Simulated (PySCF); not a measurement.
# C3H3F3 (SMILES F/C=C(/F)CF): MP2/ANO-RCC-MB (sfX2C)

What is the vertical ionisation energy of C3H3F3 at MP2/ANO-RCC-MB (sfX2C)? Input form: a Python script.

The calculation is run with PySCF 2.14.0.

## 1. The molecule

C3H3F3: 9 atoms, total charge 0, spin state singlet. SMILES: `F/C=C(/F)CF`. The coordinates come from a PBE0-D4/def2-TZVP relaxation. This is one conformer, not always the lowest.

Bond lengths: F1–C2 1.333 Å, C2–C3 1.324 Å, C3–F4 1.340 Å, C3–C5 1.478 Å, C5–F6 1.382 Å, C2–H7 1.083 Å, C5–H8 1.094 Å, C5–H9 1.091 Å. Some angles: F1–C2–C3 121.3°, C2–C3–F4 118.0°, C2–C3–C5 126.9°, F4–C3–C5 115.0°, C3–C5–F6 110.7°, F1–C2–H7 114.5°, C3–C2–H7 124.2°, C3–C5–H8 110.0°, C3–C5–H9 109.9°, F6–C5–H8 107.6°.

## 2. A single-point energy at MP2/ANO-RCC-MB (sfX2C)

input.py reads:

```python
from pyscf import gto, scf, mp

molecule = gto.Mole()
molecule.atom = '''
F     -1.763900    -1.116100     0.099900
C     -0.618800    -1.106900    -0.581600
C      0.313600    -0.196800    -0.346900
F      1.436400    -0.242200    -1.077100
C      0.268300     0.880400     0.664000
F      0.191400     2.119100     0.055000
H     -0.529300    -1.894100    -1.319400
H      1.180500     0.864700     1.268600
H     -0.604000     0.749500     1.306400
'''
molecule.basis = 'ano-rcc-mb'
molecule.verbose = 3
molecule.max_memory = 1860
molecule.charge = 0
molecule.build()

hf = scf.RHF(molecule)
hf = hf.sfx2c1e()
hf.conv_tol = 1e-10
hf.kernel()
if not hf.converged:
    hf = hf.newton().run(hf.mo_coeff, hf.mo_occ)

pt = mp.MP2(hf, frozen=6).run()
etot = pt.e_tot
print('Final energy', etot)
```

Started as:

```bash
$ OMP_NUM_THREADS=1 python input.py
```

What it wrote:

```text
converged SCF energy = -413.670933603145
E(RMP2) = -413.86333361291  E_corr = -0.192400009764808
E(SCS-RMP2) = -413.876050124222  E_corr = -0.205116521077539
Final energy -413.86333361290974
```

It took 5.7 s on 1 thread of Intel Xeon at 2.60GHz (Ice Lake), shared host; peak memory 0.16 GiB.

## 3. The doublet cation, same level

input.py reads:

```python
from pyscf import gto, scf, mp

mol = gto.M(
    atom=[
    ('F', (-1.763900, -1.116100, 0.099900)),
    ('C', (-0.618800, -1.106900, -0.581600)),
    ('C', (0.313600, -0.196800, -0.346900)),
    ('F', (1.436400, -0.242200, -1.077100)),
    ('C', (0.268300, 0.880400, 0.664000)),
    ('F', (0.191400, 2.119100, 0.055000)),
    ('H', (-0.529300, -1.894100, -1.319400)),
    ('H', (1.180500, 0.864700, 1.268600)),
    ('H', (-0.604000, 0.749500, 1.306400)),
],
    verbose=3,
    spin=1,
    max_memory=1860,
    basis='ano-rcc-mb',
    charge=1,
)

mf = scf.UHF(mol)
mf = mf.sfx2c1e()
mf.conv_tol = 1e-10
mf.kernel()
if not mf.converged:
    mf = mf.newton().run(mf.mo_coeff, mf.mo_occ)

pt = mp.MP2(mf, frozen=6).run()
e_final = pt.e_tot
print('E = %.10f Eh' % e_final)
```

Started as:

```bash
$ OMP_NUM_THREADS=1 python input.py
```

What it wrote:

```text
converged SCF energy = -413.240814853415  <S^2> = 0.75354303  2S+1 = 2.0035399
E(UMP2) = -413.432562390574  E_corr = -0.191747537158533
E(SCS-UMP2) = -413.440109103354  E_corr = -0.199294249938696
E = -413.4325623906 Eh
```

It took 6 s on 1 thread of Intel Xeon at 2.60GHz (Ice Lake), shared host; peak memory 0.16 GiB.

## 4. Results

Level: MP2/ANO-RCC-MB (sfX2C), 6 core orbitals frozen.

| quantity | value |
| --- | --- |
| singlet C3H3F3: total energy | -413.86333 Eh |
| singlet C3H3F3: dipole moment (Hartree–Fock density) | 2.02 D |
| singlet C3H3F3: HOMO energy (Hartree–Fock orbitals) | -12.45 eV |
| singlet C3H3F3: LUMO energy (Hartree–Fock orbitals) | 2.97 eV |
| singlet C3H3F3: HOMO–LUMO gap (Hartree–Fock orbitals) | 15.42 eV |
| singlet C3H3F3: correlation energy (6 core orbitals frozen) | -192.4 mEh |
| doublet cation: total energy | -413.43256 Eh |
| doublet cation: HOMO energy (Hartree–Fock orbitals) (highest over α and β) | -21.78 eV |
| doublet cation: LUMO energy (Hartree–Fock orbitals) (lowest over α and β) | -10.92 eV |
| doublet cation: correlation energy (6 core orbitals frozen) | -191.7 mEh |
| doublet cation: ⟨S²⟩ of the reference determinant | 0.754 |
| vertical ionisation energy (to the doublet cation) | 11.722 eV |

Removing an electron at fixed nuclei costs 11.72 eV (270 kcal/mol). In a minimal basis such a difference can be off by several eV, whatever the method. Mulliken charges (singlet C3H3F3) of the mean-field density run from -0.30 on F6 to +0.25 on C3; they depend strongly on the basis.
